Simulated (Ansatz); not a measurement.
Basis-set series for C$_{4}$H$_{5}$FS, SMILES `F/C=C1\CCS1`. Charge 0, multiplicity 1. The geometry is a stationary point of PBE0-D4/def2-TZVP.

```xyz
11

F     1.617   -1.776   -1.296
C     0.581   -0.978   -1.614
C     0.013   -0.226   -0.690
C     0.286   -0.036    0.776
C    -0.819    1.018    0.987
S    -1.331    0.908   -0.770
H     0.299   -1.034   -2.657
H     0.133   -0.946    1.360
H     1.292    0.333    0.985
H    -1.613    0.724    1.671
H    -0.458    2.012    1.248
```

| functional | basis | functions | energy (Eh) | HOMO (eV) | LUMO (eV) |
| --- | --- | --- | --- | --- | --- |
| PBE0-D4 | def2-TZVPP | 267 | -653.12046 | -6.05 | -0.14 |
| PBE0-D4 | def2-QZVPP | 505 | -653.14590 | -6.08 | -0.31 |
| ωB97M-V | def2-TZVPP | 267 | -653.41863 | -8.16 | 1.87 |
| ωB97M-V | def2-QZVPP | 505 | -653.44279 | -8.20 | 1.42 |

Problem. Give the rows for def2-SVP. (Estimate.)

Solution. Ansatz gave: 
```csv
functional,basis,functions,energy (Eh),HOMO (eV),LUMO (eV)
PBE0-D4,def2-SVP,113,-652.68944,-5.97,0.35
ωB97M-V,def2-SVP,113,-652.97860,-8.06,2.56
```

Positive LUMOs are unbound and depend on the basis.
